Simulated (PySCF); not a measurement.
Averaged over atoms made equivalent by symmetry, fast rotation or ring inversion, one conformer, no relativistic terms, isolated molecule. Geometry from GFN2-xTB; σ from GIAO-PBE0/pcSseg-1; PySCF 2.14.0 with density-fitted response routines.

Chemical shifts δ = σref − σ; ¹H, ¹³C vs TMS, all at this level. Shifts are as computed. Against solution values, carbons near 30 ppm lie about +3 ppm off and those near 130 ppm about +5 ppm; carbons on Cl a further +6 ppm. Of 1211 compounds with measured shifts, 218 miss one by over three times the rms of a fit or turn the order of signals round; such compounds aren't used in these exercises. Carbons bonded to Cl come out too deshielded. OH and NH positions are gas-phase values without hydrogen bonding to other molecules.

**Question.** Order these molecules by the shift of their most shielded carbon, lowest δ first.
A. C=Cc1oc(C=O)c(C)p1
B. [CH]F
C. N[C@@H]1C=C(Cl)C1
D. [SiH3]/C=P/N([SiH3])[SiH3]

**Answer.** A (18.9 ppm, methyl carbon on an aromatic ring), C (53.2 ppm, allylic sp3 CH bonded to N), D (154.1 ppm, carbon double-bonded to a heavier main-group atom), B (865.3 ppm, carbon bonded to F, H).

**Question.** Order these molecules by the shift of their most deshielded carbon-bound hydrogen, lowest δ first.
A. [CH]F
B. C=Cc1oc(C=O)c(C)p1
C. [SiH3]/C=P/N([SiH3])[SiH3]
D. N[C@@H]1C=C(Cl)C1

**Answer.** D (6.09 ppm, hydrogen on an alkene CH), C (7.51 ppm, hydrogen on a carbon double-bonded to a heavier main-group atom), B (10.26 ppm, hydrogen on an aldehyde carbonyl carbon), A (24.89 ppm, hydrogen on a carbon bonded to F).

**Question.** How many ¹³C and ¹H signals does each give (equivalence by symmetry and fast rotation, but not about amide C–N or C=N bonds)? `N[C@@H]1C=C(Cl)C1`, `C=Cc1oc(C=O)c(C)p1`, `[SiH3]/C=P/N([SiH3])[SiH3]`, `[CH]F`

**Answer.** N[C@@H]1C=C(Cl)C1: 4 C, 5 H; C=Cc1oc(C=O)c(C)p1: 7 C, 5 H; [SiH3]/C=P/N([SiH3])[SiH3]: 1 C, 3 H; [CH]F: 1 C, 1 H.
